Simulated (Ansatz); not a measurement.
Relative stability

The two ends of one reaction step of CH₉NSi, singlet (PBE0-D4/def2-TZVP).

A:

```
12
angstrom
Si -1.4318 -0.1584 1.0286
N 0.1287 -0.4994 1.6723
H -2.5690 -0.2700 1.9909
H -1.4184 1.2352 0.5148
H -1.6879 -1.1182 -0.0758
H 1.2182 0.0971 -0.8322
C 1.2145 0.4219 -1.8729
H 0.3652 -1.4480 1.9164
H 0.5455 0.1466 2.3237
H 1.4130 1.4925 -1.9227
H 0.2391 0.2155 -2.3139
H 1.9830 -0.1147 -2.4293
```

B:

```
12
angstrom
Si -1.3078 0.4058 -0.3278
N 1.2198 -0.9788 1.4598
H -1.1393 1.0626 0.9974
H -2.5588 0.9497 -0.9315
H -1.5253 -1.0500 -0.1059
H 2.1859 -1.2516 1.5925
C 0.1523 0.7230 -1.4461
H 0.6596 -1.8203 1.5209
H 0.9625 -0.3944 2.2458
H 0.2929 1.7938 -1.6099
H 0.0098 0.2462 -2.4184
H 1.0486 0.3140 -0.9768
```

Computed with Ansatz 0.2.0 (basis: def2-TZVPP); correlated methods freeze the cores. B3LYP uses VWN-RPA correlation.

Q: Which structure is lower at CCSD(T), and by how much? (An estimate is asked for; the value comes from the calculation.)

A: The calculation gives: A, by 9.97 kcal/mol (electronic energy, against the other). By their contacts, A is a complex of SiNH₅ ([NH2][SiH3]) + CH₄ and B is a complex of CH₆Si ([CH3][SiH3]) + NH₃.

All methods give the same order:

```tsv
method	E(B) − E(A) (kcal/mol)
SPW92	8.13
PBE-D4	8.47
BLYP-D4	10.13
r2SCAN-D4	9.86
B97M-V	9.63
PBE0-D4	9.04
B3LYP-D4	10.52
r2SCAN0-D4	10.04
BHLYP-D4	11.25
CAM-B3LYP-D4	10.95
wB97X-V	9.96
wB97M-V	9.71
B2PLYP	10.95
PBE-QIDH	9.96
RPA on PBE	10.03
HF	13.09
MP2	10.48
CCSD	10.34
CCSD(T)	9.97
```

T1 diagnostic: at most 0.009.

Labels in which every atom is bracketed show which atoms are joined, not bond orders.

For scale, one of the runs: CCSD(T)/def2-TZVPP, 230 basis functions, launched by `ansatz run in.yaml --threads 4 --pin off --events-out ev --progress --plain --max-ram 9574MiB`. Time: 52 s of wall clock on 4 CPU threads of an Arm Neoverse V1; the host was shared. Peak host memory: 3.9 GiB.
